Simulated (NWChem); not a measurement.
All runs are NWChem calculations. System: NO, charge 0, spin multiplicity 4, at the geometry of a parent with another charge or spin, in a state set for the comparison that need not be this species' ground state. Its SCF solution wasn't tested for a lower state. Level: UMP2/def2-TZVP, 2 core orbitals frozen.

The NWChem input:

```
start mol
memory heap 200 mb stack 900 mb global 1100 mb
geometry units angstroms nocenter noautoz
  N      0.000000     0.000000     0.609265
  O      0.000000     0.000000    -0.533107
  symmetry group C2v
end
basis spherical
  * library def2-tzvp
end
scf
  uhf
  nopen 3
  maxiter 100
  thresh 1e-7
  semidirect memsize 60000000 filesize 0
  # guess.movecs holds the orbitals of an unrestricted PBE0 run
  vectors input guess.movecs output mol.movecs
end
mp2
  freeze core 2
end
task mp2 energy
```

NWChem printed:

```
             Northwest Computational Chemistry Package (NWChem) 7.3.0
             --------------------------------------------------------

                                NWChem Input Module
                                -------------------

 Scaling coordinates for geometry "geometry" by  1.889725989
 (inverse scale =  0.529177249)

 Turning off AUTOSYM since
 SYMMETRY directive was detected!

                             Geometry "geometry" -> ""
                             -------------------------

 Output coordinates in angstroms (scale by  1.889725989 to convert to a.u.)

  No.       Tag          Charge          X              Y              Z
 ---- ---------------- ---------- -------------- -------------- --------------
    1 N                    7.0000     0.00000000     0.00000000     0.60926500
    2 O                    8.0000     0.00000000     0.00000000    -0.53310700

 Effective nuclear repulsion energy (a.u.)      25.9406970269

            Nuclear Dipole moment (a.u.)
            ----------------------------
        X                 Y               Z
 ---------------- ---------------- ----------------
     0.0000000000     0.0000000000    -0.0000018897

      Symmetry information
      --------------------

 Group name             C2v
 Group number             16
 Group order               4
 No. of unique centers     2

      Symmetry unique atoms

     1    2


 Summary of "ao basis" -> "" (spherical)
 ------------------------------------------------------------------------------
       Tag                 Description            Shells   Functions and Types
 ---------------- ------------------------------  ------  ---------------------
 *                         def2-tzvp                  on all atoms

 Summary of "ao basis" -> "ao basis" (spherical)
 ------------------------------------------------------------------------------
       Tag                 Description            Shells   Functions and Types
 ---------------- ------------------------------  ------  ---------------------
 N                         def2-tzvp                11       31   5s3p2d1f
 O                         def2-tzvp                11       31   5s3p2d1f

                                 NWChem SCF Module
                                 -----------------

  ao basis        = "ao basis"
  functions       =    62
  atoms           =     2
  alpha electrons =     9
  beta  electrons =     6
  charge          =   0.00
  wavefunction    = UHF
  use symmetry    = T
  symmetry adapt  = T

 Summary of "ao basis" -> "ao basis" (spherical)
 ------------------------------------------------------------------------------
       Tag                 Description            Shells   Functions and Types
 ---------------- ------------------------------  ------  ---------------------
 N                         def2-tzvp                11       31   5s3p2d1f
 O                         def2-tzvp                11       31   5s3p2d1f

      Symmetry analysis of basis
      --------------------------

        a1         28
        a2          6
        b1         14
        b2         14

 Forming initial guess at       0.1s

   Symmetry analysis of molecular orbitals - initial alpha
   -------------------------------------------------------

  Numbering of irreducible representations:

     1 a1          2 a2          3 b1          4 b2

  Orbital symmetries:

     1 a1          2 a1          3 a1          4 a1          5 a1
     6 b2          7 b1          8 b1          9 b2         10 a1
[...]
    2 O    8     8.32   0.79  1.18  0.59  1.00  0.34  1.82  1.87  0.66  0.01  0.05  0.00

  Mulliken analysis of the alpha density
  --------------------------------------

    Atom       Charge   Shell Charges
 -----------   ------   -------------------------------------------------------
    1 N    7     4.42   0.41  0.57  0.35  0.42  0.10  1.17  1.07  0.27  0.01  0.04  0.00
    2 O    8     4.58   0.40  0.59  0.31  0.51  0.16  1.17  1.11  0.30  0.00  0.03  0.00

   Mulliken analysis of the beta density
   -------------------------------------

    Atom       Charge   Shell Charges
 -----------   ------   -------------------------------------------------------
    1 N    7     2.26   0.41  0.58  0.20  0.24  0.03  0.28  0.32  0.15  0.01  0.04  0.00
    2 O    8     3.74   0.40  0.59  0.28  0.48  0.18  0.65  0.76  0.36  0.00  0.03  0.00

   Mulliken analysis of the spin density
   -------------------------------------

    Atom       Charge   Shell Charges
 -----------   ------   -------------------------------------------------------
    1 N    7     2.16   0.01 -0.01  0.16  0.18  0.07  0.90  0.75  0.12  0.00 -0.00 -0.00
    2 O    8     0.84   0.00 -0.00  0.03  0.03 -0.02  0.52  0.35 -0.06  0.00 -0.00  0.00

       Multipole analysis of the density wrt the origin
       ------------------------------------------------

     L   x y z        total         alpha         beta         nuclear
     -   - - -        -----         -----         ----         -------
     0   0 0 0     -0.000000     -9.000000     -6.000000     15.000000

     1   1 0 0      0.000000      0.000000      0.000000      0.000000
     1   0 1 0      0.000000      0.000000     -0.000000      0.000000
     1   0 0 1      0.703403     -0.894543      1.597948     -0.000002

     2   2 0 0     -7.745853     -4.731175     -3.014678      0.000000
     2   1 1 0      0.000000      0.000000      0.000000      0.000000
     2   1 0 1      0.000000      0.000000      0.000000      0.000000
     2   0 2 0     -7.745853     -4.731175     -3.014678      0.000000
     2   0 1 1      0.000000      0.000000      0.000000      0.000000
     2   0 0 2     -7.027679    -16.237880     -8.188208     17.398409

                   NWChem MP2 Semi-direct Energy/Gradient Module
                   ---------------------------------------------

  Basis functions       =     62
  Molecular orbitals    =     62
  Frozen core           =      2
  Frozen virtuals       =      0
  Active alpha occupied =      7
  Active beta occupied  =      4
  Active alpha virtual  =     53
  Active beta virtual   =     56
  Use MO symmetry       = T
  Use skeleton AO sym   = T

  AO/Fock/Back tols     =   1.0D-09  1.0D-09  1.0D-09

 GA uses MA = F    GA memory limited = T

 Available:
  local mem=  1.26D+08
 global mem=  1.44D+08
 local disk=  0.00D+00
  mp2_memr nvloc                    53
  nvloc new                    53
   1 passes of   7:        4194304                      26384                   2468900.
   1 passes of   7: M    126153856           G      144171512           F     121959552.

 Semi-direct pass number   1 of   1  for UHF alpha       at        1.0s
  vrange nnbf                  1952
  mp2_eaftype                    10  avail_ma_in_mb                  1099
 EAF : mp2_eaftype filesize          10    1234450.
  mp2_eaf for mointskh                     10
Node 0 wrote      5.8 Mb in      0.0 s     Agg I/O rate:  1157.0 Mb/s
 Done moints_semi at        1.9s
  mp2_eaftype                    10  avail_ma_in_mb                  1089
 EAF : mp2_eaftype filesize          10    1234450.
  mp2_eaf for kh                    10
 Done maket at        2.0s
 Done multipass loop at        2.0s

 GA uses MA = F    GA memory limited = T

 Available:
  local mem=  1.26D+08
 global mem=  1.44D+08
 local disk=  0.00D+00
  mp2_memr nvloc                    56
  nvloc new                    56
   1 passes of   4:        4194304                      19037                   1493290.
   1 passes of   4: M    126153856           G      144171512           F     121959552.

 Semi-direct pass number   1 of   1  for UHF beta        at        2.0s
  vrange nnbf                  1952
  mp2_eaftype                    10  avail_ma_in_mb                  1099
 EAF : mp2_eaftype filesize          10     746645.
  mp2_eaf for mointskh                     10
Node 0 wrote      3.5 Mb in      0.0 s     Agg I/O rate:   951.5 Mb/s
 Done moints_semi at        2.9s
  mp2_eaftype                    10  avail_ma_in_mb                  1089
 EAF : mp2_eaftype filesize          10     746645.
  mp2_eaf for kh                    10
 Done maket at        3.0s
 Done multipass loop at        3.0s

          -------------------------------------------
          SCF energy                -129.114264091711
          Correlation energy          -0.342354314396
          Singlet pairs                0.000000000000
          Triplet pairs                0.000000000000
          Total MP2 energy          -129.456618406108
          -------------------------------------------

          ---------------------------------------------------
                    Spin Component Scaled (SCS) MP2
          Same spin pairs                     -0.101145926721
          Same spin scaling factor             0.333333333333
          Opposite spin pairs                 -0.241208387675
          Opposite spin scaling fact.          1.200000000000
          SCS-MP2 correlation energy          -0.323165374117
          Total SCS-MP2 energy              -129.437429465828
          ---------------------------------------------------

 -----------------------
 Performance information
 -----------------------

 Timer overhead =  2.83D-07 seconds/call

               Nr. of calls         CPU time (s)                 Wall time (s)                GFlops
             ---------------    -------------------     ------------------------------   -------------------
Name         Min   Avg   Max    Min     Avg     Max     Min     Avg     Max   Mx/calls   Min     Max     Sum
mp2: moin     2     2     2    1.8     1.8     1.8      1.8     1.8     1.8    0.92      0.0     0.0     0.0
mp2: make     2     2     2   0.11    0.11    0.11     0.11    0.11    0.11    5.53E-2   0.0     0.0     0.0
mp2: tota     1     1     1    2.1     2.1     2.1      2.1     2.1     2.1     2.1      0.0     0.0     0.0

 The average no. of pstat calls per process was 5.00D+00
 with a timing overhead of 1.42D-06s

 Task  times  cpu:        2.9s     wall:        2.9s

 Total times  cpu:        3.0s     wall:        3.0s
```
